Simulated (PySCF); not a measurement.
# CH3F: the cost of one run

Programs: PySCF 2.14.0, with density-fitted response routines of our own. Each step states its level of theory. These are calculated values for one molecule in the gas phase, unless marked as measured. Atoms count from 0, in the outputs and in this text.

**1. The starting structure**

5 atoms, charge 0, multiplicity 1; geometry from: MMFF94s.

Bonds of the start (Å): C0–F1 1.36, C0–H2 1.09, C0–H3 1.09, C0–H4 1.09.

**2. Optimising the geometry at PBE0-D3(BJ)/def2-SVP**

What the job is given:

```
{"job": {"xc": "PBE0", "basis": "def2-SVP", "d3": "d3bj", "grid": 1, "kind": "geom"}, "charge": 0, "multiplicity": 1}
C     -0.059777     0.008978     0.006244
F      1.274754    -0.191452    -0.133165
H     -0.330049    -0.143249     1.053114
H     -0.294978     1.030625    -0.298837
H     -0.589950    -0.704903    -0.627356
```

Started as:

```
OMP_NUM_THREADS=1 python probes_run.py task.json out
```

The driver reads the jobs from task.json and runs them one after another.

Q: Estimate the wall time and peak memory of this first job on 1 thread of Intel Xeon 6975P-C, shared host.

About 2 s, with a peak of 0.24 GiB.
